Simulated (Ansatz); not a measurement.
# CH₅NS: one species, many methods

An exercise on one series of results from a longer session: the logs are not shown, and one member is left open.

Method: functionals in def2-TZVPP, the program's frozen cores in correlated methods; program: Ansatz 0.2.0, Gaussian basis.

Levels to be run: LDA (SPW92), PBE-D4, revPBE-D4, BLYP-D4, r2SCAN-D4, B97M-V, PBE0-D4, B3LYP-D4, r2SCANh-D4, r2SCAN0-D4, HSE06-D4, BHLYP-D4, CAM-B3LYP-D4, LC-ωPBE, ωB97X-V, ωB97M-V, B2PLYP, PBE-QIDH; CCSD(T)/def2-SVP; CCSD(T)/def2-TZVPP; MP2/def2-QZVPP; extrapolation to the limit; RPA on PBE.

### Structure used throughout

An earlier PBE0-D4 in a triple-zeta def2 set relaxation fixed the geometry.

SMILES `NCS`, 8 atoms, charge 0, spin multiplicity 1.

Atoms are counted from 1 here; the program's logs count them from 0.

Bond lengths: N1–C2 1.444 Å, N1–H4 1.014 Å, N1–H5 1.012 Å, C2–S3 1.811 Å, C2–H6 1.092 Å, C2–H7 1.097 Å, S3–H8 1.342 Å. Angles: C2–N1–H4 110.4°, C2–N1–H5 111.0°, H4–N1–H5 107.9°, N1–C2–S3 112.7°, N1–C2–H6 108.7°, N1–C2–H7 115.6°, S3–C2–H6 104.7°, S3–C2–H7 107.2°, H6–C2–H7 107.3°, C2–S3–H8 96.7°.

Geometry (Å):

```mol
CH5NS
  3D, bonds by distance, orders not assigned

  8  7  0  0  0  0  0  0  0  0999 V2000
   -0.7801    0.8049   -0.1070 N   0  0
    0.4937    0.1387    0.0348 C   0  0
    0.4525   -1.1957    1.2578 S   0  0
   -0.6995    1.5901   -0.7430 H   0  0
   -1.4789    0.1744   -0.4791 H   0  0
    1.2199    0.8532    0.4287 H   0  0
    0.9153   -0.2785   -0.8877 H   0  0
   -0.0307   -2.1441    0.4397 H   0  0
  1  2  8  0
  2  3  8  0
  1  4  8  0
  1  5  8  0
  2  6  8  0
  2  7  8  0
  3  8  8  0
M  END
```

Set-up of the first run:

Contents of in.yaml:

```yaml
crystal:
  periodic: [false, false, false]
  atoms:
    - {symbol: N, position_ang: [-0.780080, 0.804903, -0.107002]}
    - {symbol: C, position_ang: [0.493676, 0.138709, 0.034802]}
    - {symbol: S, position_ang: [0.452454, -1.195699, 1.257794]}
    - {symbol: H, position_ang: [-0.699463, 1.590112, -0.743037]}
    - {symbol: H, position_ang: [-1.478857, 0.174425, -0.479147]}
    - {symbol: H, position_ang: [1.219924, 0.853165, 0.428740]}
    - {symbol: H, position_ang: [0.915315, -0.278522, -0.887686]}
    - {symbol: H, position_ang: [-0.030669, -2.144095, 0.439736]}
basis:
  gaussian: {orbitals: def2-TZVPP}
hamiltonian: {xc: lda}
output: {orbitals: {seedname: orbitals}}
```

Command:

```
$ ansatz run in.yaml --threads 2 --pin off --events-out ev --progress --plain --max-ram 4352MiB
```

Among the steps run: LDA; PBE-D4 (GGA); revPBE-D4 (GGA); BLYP-D4 (GGA); r2SCAN-D4 (meta-GGA); B97M-V (meta-GGA); B3LYP-D4 (hybrid); r2SCANh-D4 (hybrid); r2SCAN0-D4 (hybrid); HSE06-D4 (hybrid); BHLYP-D4 (hybrid); CAM-B3LYP-D4 (range-separated); LC-ωPBE (range-separated); ωB97X-V (range-separated); ωB97M-V (range-separated); B2PLYP (double hybrid); PBE-QIDH (double hybrid).

One table of the session follows, with a row left open; its other results are not shown here.

It belongs to the step «Frontier levels by functional». 

```
  functional  HOMO (eV)  LUMO (eV)  gap (eV)
 LDA (SPW92)      -5.77      -0.67      5.10
      PBE-D4      -5.66      -0.50      5.16
   revPBE-D4      -5.62      -0.43      5.20
     BLYP-D4      -5.53      -0.47      5.06
   r2SCAN-D4      -5.95      -0.06      5.88
      B97M-V      -6.04      -0.29      5.75
     PBE0-D4      -6.94       0.40      7.34
    B3LYP-D4      -6.70       0.09      6.78
  r2SCANh-D4      -6.41       0.26      6.67
  r2SCAN0-D4          ?          ?         ?
    HSE06-D4      -6.54       0.03      6.56
    BHLYP-D4      -8.06       1.15      9.21
CAM-B3LYP-D4      -8.31       1.29      9.60
     LC-ωPBE      -9.74       2.59     12.33
     ωB97X-V      -9.36       2.41     11.76
     ωB97M-V      -9.19       2.05     11.24
```

Estimate the missing values for r2SCAN0-D4.

Worked estimate for «HOMO (eV)». Against the share of exact exchange, r2SCAN-D4 (0, -5.95), r2SCANh-D4 (0.1, -6.41) give a slope of -4.60 per unit share; at 0.25 the line stands at -7.10.

The run gave: HOMO (eV): -7.11; LUMO (eV): 0.72; gap (eV): 7.83. In «HOMO (eV)» the line misses by +0.01.
